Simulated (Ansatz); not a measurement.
Predict the output of the script below (Ansatz's Python interface).

Input file `h2osi.xyz`:
```text
4

O     0.13940   -0.84360    0.28810
Si    0.11700    0.80560   -0.13550
H     0.76710   -1.13220    0.83460
H    -0.96810    1.11000   -1.00750
```

`relaxed_scan_h2osi.py`:
```python
import warnings

import ansatz as az
import numpy as np

warnings.simplefilter("ignore", az.DeckWarning)

mol = az.Crystal.molecule_from_extxyz("h2osi.xyz")

setup = mol.calculation()
setup = setup.basis(gaussian="def2-SVP")
setup = setup.functional("PBE", dispersion="d3bj")
symbols = [site.symbol for site in mol.cartesian_sites]
pairs = [(0, 1), (0, 2), (1, 3)]
print("held (A)   E (eV)        ", "  ".join(f"{symbols[i]}{i}-{symbols[j]}{j}" for i, j in pairs))
for length in [1.57, 1.7, 1.84, 2.04, 2.3]:
    report = setup.relax(constraints=[az.DistanceConstraint((0, 1), at=length)], force_tolerance=0.02, max_steps=60).run().report
    xyz = np.array(report["positions_ang"])
    print(f"{length:6.2f} {report['free_energy_ev']:14.5f}  ", "  ".join(f"{np.linalg.norm(xyz[i] - xyz[j]):.3f}" for i, j in pairs))
```

Output of `python relaxed_scan_h2osi.py`:
```text
held (A)   E (eV)         O0-Si1  O0-H2  Si1-H3
  1.57    -9945.98943   1.570  0.974  1.558
  1.70    -9946.24212   1.700  0.977  1.553
  1.84    -9946.03549   1.840  0.978  1.549
  2.04    -9945.37331   2.040  0.981  1.546
  2.30    -9944.37248   2.300  0.983  1.545
```

Notes:
- Total energies depend on the basis set; only differences at equal settings carry meaning.
- The energies are electronic: no zero-point or thermal terms, and the basis set is short of its limit.
- The script silences the warnings on its input, which a real study should read.
- Run time: 31 s on 1 thread of Intel(R) Xeon(R) Platinum 8259CL CPU @ 2.50GHz (Skylake/Cascade Lake), on a shared host, peak memory 0.18 GiB.
